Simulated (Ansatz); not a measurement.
Computed with Ansatz.

`[SiH3]S`. Charge 0, multiplicity 1. Geometry: relaxed with PBE0-D4/def2-TZVP.

```xyz
6

Si    0.024   -0.355    0.390
S    -0.080    1.587   -0.497
H    -1.158   -1.181    0.037
H     0.049   -0.104    1.851
H     1.254   -1.078   -0.021
H    -0.089    1.132   -1.761
```

(1) What is the dipole moment at PBE/def2-TZVPP? (Best estimate.)

(2) And with r2SCAN, B3LYP, ωB97M-V? (An estimate is asked.)

(3) Give the Mulliken charges with PBE, r2SCAN, ωB97M-V in def2-TZVPP. (An estimate is asked.)

## Answers

(1) The calculation gave: 0.95 D, with components (0.03, -0.83, -0.47) D in this frame, pointing from negative to positive charge.

(2) The calculation gave: r2SCAN 1.01 D, B3LYP 0.99 D, ωB97M-V 0.99 D.

(3) The calculation gave: 
| atom | PBE | r2SCAN | ωB97M-V |
| --- | --- | --- | --- |
| Si1 | 0.25 | 0.35 | 0.19 |
| S2 | -0.25 | -0.27 | -0.25 |
| H3 | -0.04 | -0.06 | -0.02 |
| H4 | -0.04 | -0.06 | -0.01 |
| H5 | -0.04 | -0.06 | -0.02 |
| H6 | 0.12 | 0.11 | 0.11 |

B3LYP here is the variant with VWN-RPA as its local correlation; programs differ in this.
